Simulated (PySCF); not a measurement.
dichloromethane (CH2Cl2), SMILES ClCCl. Coordinates come from a PBE0-D3(BJ)/def2-TZVP optimisation.

TDDFT-B3LYP/def2-SVPD (PySCF) puts the lowest singlet excitations at 6.75, 7.06, 7.35, 7.53, 7.73, 7.92 eV.

**Question.** What are the lowest excitation roots from ADC(2)/aug-cc-pVDZ in PySCF 2.14.0? (Estimate from the structure and the level; the computed values follow.)

**Answer.** 7.26, 7.41, 7.93, 7.97, 8.13, 8.40 eV. S1 differs by 0.51 eV (second minus first; roots are paired by order, and the bases may differ).
